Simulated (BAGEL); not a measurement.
# Si2H6O (disilanol): HF/def2-SVPD (density fitting with qzvpp-jkfit)

What is the vertical electron affinity of Si2H6O (disilanol) at HF/def2-SVPD (density fitting with qzvpp-jkfit)? 

The calculation is run with BAGEL 1.2.2.

1 further run of the same task is left out (it didn't finish).

### 1 Starting point

Si2H6O: 9 atoms, total charge 0, spin state singlet. As SMILES, `O[SiH2][SiH3]`. Geometry: relaxed at PBE0-D4/def2-TZVP. This is one conformer, not always the lowest.

Bond lengths: O1–Si2 1.654 Å, Si2–Si3 2.347 Å, O1–H4 0.958 Å, Si2–H5 1.493 Å, Si2–H6 1.484 Å, Si3–H7 1.489 Å, Si3–H8 1.491 Å, Si3–H9 1.488 Å. Some angles: O1–Si2–Si3 112.4°, O1–Si2–H5 111.3°, O1–Si2–H6 105.5°, Si3–Si2–H5 108.5°, Si3–Si2–H6 110.6°, Si2–O1–H4 117.6°, Si2–Si3–H7 110.0°, Si2–Si3–H8 110.1°, Si2–Si3–H9 111.4°, H5–Si2–H6 108.5°.

### 2 A single-point energy at HF/def2-SVPD (density fitting with qzvpp-jkfit)

job.json

```json
{ "bagel": [

{
  "title": "molecule",
  "basis": "def2-svpd.json",
  "df_basis": "qzvpp-jkfit",
  "angstrom": "true",
  "geometry": [
    { "atom": "O", "xyz": [      -1.609000,       1.039900,      -0.762000 ] },
    { "atom": "Si", "xyz": [       0.004800,       0.933100,      -0.415900 ] },
    { "atom": "Si", "xyz": [       0.544200,      -1.038400,       0.738600 ] },
    { "atom": "H", "xyz": [      -1.996600,       0.341400,      -1.290800 ] },
    { "atom": "H", "xyz": [       0.830600,       0.994500,      -1.657800 ] },
    { "atom": "H", "xyz": [       0.311400,       2.125200,       0.413000 ] },
    { "atom": "H", "xyz": [       2.012900,      -1.104800,       0.974500 ] },
    { "atom": "H", "xyz": [       0.146200,      -2.228200,      -0.066200 ] },
    { "atom": "H", "xyz": [      -0.156000,      -1.109100,       2.049500 ] }
  ]
},

{
  "title": "hf"
},

{
  "title": "print",
  "file": "orbitals.molden",
  "orbitals": "true"
}

]}
```

The basis set def2-SVPD is read from a file made from the Basis Set Exchange's data (not shown).

Launch:

```
$ BAGEL_NUM_THREADS=1 BAGEL job.json > job.out
```

The program printed:

```text
* using 1 threads per process

  ===============================================================
  ===============================================================

  *** Geometry ***

  { "atom" : "O", "xyz" : [     -3.040569,      1.965126,     -1.439971 ] },
  { "atom" : "Si", "xyz" : [      0.009071,      1.763303,     -0.785937 ] },
  { "atom" : "Si", "xyz" : [      1.028389,     -1.962292,      1.395752 ] },
  { "atom" : "H", "xyz" : [     -3.773027,      0.645152,     -2.439258 ] },
  { "atom" : "H", "xyz" : [      1.569607,      1.879333,     -3.132788 ] },
  { "atom" : "H", "xyz" : [      0.588461,      4.016046,      0.780457 ] },
  { "atom" : "H", "xyz" : [      3.803830,     -2.087769,      1.841538 ] },
  { "atom" : "H", "xyz" : [      0.276278,     -4.210688,     -0.125100 ] },
  { "atom" : "H", "xyz" : [     -0.294797,     -2.095895,      3.872994 ] },

  Number of auxiliary basis functions:      441

  Since a DF basis is specified, we compute 2- and 3-index integrals:
    o Being stored without compression. Storage requirement is 0.050 GB

  Number of basis functions:      119
  Number of electrons      :       42

    * METHOD: MOLECULE                             0.23

  *** RHF ***

  === Nuclear Repulsion ===
   152.9348733740

      * DIIS with orbital gradients will be used.

  === RHF iteration (def2-svpd.json) ===
      0       -655.79400835          0.01745956           0.08
      1       -655.91914388          0.01360053           0.07
      2       -656.01559696          0.00144130           0.07
      3       -656.01777656          0.00023504           0.07
      4       -656.01782703          0.00005018           0.07
      5       -656.01782985          0.00001103           0.07
      6       -656.01782999          0.00000244           0.07
      7       -656.01783000          0.00000082           0.08
      8       -656.01783000          0.00000023           0.07
      9       -656.01783000          0.00000007           0.07
     10       -656.01783000          0.00000002           0.07
     11       -656.01783000          0.00000001           0.07
    * SCF iteration converged.

    * Permanent dipole moment:
           (   -0.048117,     0.427015,     0.271463) a.u.

    * METHOD: HF                                   1.05

    * METHOD: PRINT                                0.02

  ===============================================================
```

Wall time 2.2 s (1 thread of Intel Xeon 6975P-C (Granite Rapids), shared host); peak memory 0.15 GiB.

### 3 The doublet anion

Changes to job.json since step 2:

```diff
@@ -20,11 +20,5 @@
 
-{
-  "title": "hf"
-},
+{ "title": "uhf", "charge": -1, "nopen": 1 },
 
-{
-  "title": "print",
-  "file": "orbitals.molden",
-  "orbitals": "true"
-}
+{ "title": "print", "file": "orbitals.molden", "orbitals": "true" }
```

The basis set def2-SVPD is read from a file made from the Basis Set Exchange's data (not shown).

Launch:

```
$ BAGEL_NUM_THREADS=1 BAGEL job.json > job.out
```

The program printed:

```text
* using 1 threads per process

  ===============================================================
  ===============================================================

  *** Geometry ***

  { "atom" : "O", "xyz" : [     -3.040569,      1.965126,     -1.439971 ] },
  { "atom" : "Si", "xyz" : [      0.009071,      1.763303,     -0.785937 ] },
  { "atom" : "Si", "xyz" : [      1.028389,     -1.962292,      1.395752 ] },
  { "atom" : "H", "xyz" : [     -3.773027,      0.645152,     -2.439258 ] },
  { "atom" : "H", "xyz" : [      1.569607,      1.879333,     -3.132788 ] },
  { "atom" : "H", "xyz" : [      0.588461,      4.016046,      0.780457 ] },
  { "atom" : "H", "xyz" : [      3.803830,     -2.087769,      1.841538 ] },
  { "atom" : "H", "xyz" : [      0.276278,     -4.210688,     -0.125100 ] },
  { "atom" : "H", "xyz" : [     -0.294797,     -2.095895,      3.872994 ] },

  Number of auxiliary basis functions:      441

  Since a DF basis is specified, we compute 2- and 3-index integrals:
    o Being stored without compression. Storage requirement is 0.050 GB

  Number of basis functions:      119
  Number of electrons      :       42

    * METHOD: MOLECULE                             0.22

  *** Open-shell HF ***

  === Nuclear Repulsion ===
   152.9348733740

      * DIIS with orbital gradients will be used.

  === UHF iteration (def2-svpd.json) ===
      0       -655.65416413          0.03650265           0.16
      1       -655.77384889          0.03508660           0.17
      2       -655.85284534          0.02298215           0.20
      3       -655.94399629          0.00198338           0.17
      4       -655.94618717          0.00056992           0.15
      5       -655.94703146          0.00041429           0.16
      6       -655.94769523          0.00029747           0.15
      7       -655.94828900          0.00012882           0.15
      8       -655.94835989          0.00011991           0.15
      9       -655.94841313          0.00005809           0.15
     10       -655.94843269          0.00005109           0.21
     11       -655.94843841          0.00002956           0.15
     12       -655.94844075          0.00001172           0.18
     13       -655.94844126          0.00000676           0.17
     14       -655.94844142          0.00000364           0.15
     15       -655.94844148          0.00000185           0.16
     16       -655.94844149          0.00000082           0.16
     17       -655.94844150          0.00000047           0.15
     18       -655.94844150          0.00000029           0.16
     19       -655.94844150          0.00000012           0.15
     20       -655.94844150          0.00000006           0.15
     21       -655.94844150          0.00000004           0.15
     22       -655.94844150          0.00000002           0.16
     23       -655.94844150          0.00000001           0.20
    * SCF iteration converged.

    * S^2 (UHF) is 0.7527

    * Permanent dipole moment:
           (   -1.830956,     0.252345,    -1.249142) a.u.

    * METHOD: UHF                                  4.06

    * METHOD: PRINT                                0.02

  ===============================================================
```

Run time: 5.4 s. Hardware: 1 thread of Intel Xeon 6975P-C (Granite Rapids), shared host; peak memory 0.15 GiB.

### 4 Results

At HF/def2-SVPD (density fitting with qzvpp-jkfit):

| quantity | value |
| --- | --- |
| singlet Si2H6O: total energy | -656.01783 Eh |
| singlet Si2H6O: dipole moment | 1.29 D |
| singlet Si2H6O: HOMO energy | -10.75 eV |
| singlet Si2H6O: LUMO energy | 2.10 eV |
| singlet Si2H6O: HOMO–LUMO gap | 12.85 eV |
| doublet anion: total energy | -655.94844 Eh |
| doublet anion: ⟨S²⟩ | 0.753 |
| vertical electron affinity (to the doublet anion) | -1.888 eV |

What this shows: The anion lies 1.89 eV (44 kcal/mol) above the neutral: the electron isn't bound at this level, and such a value depends on the basis. Hartree–Fock misses the correlation that binds many anions.
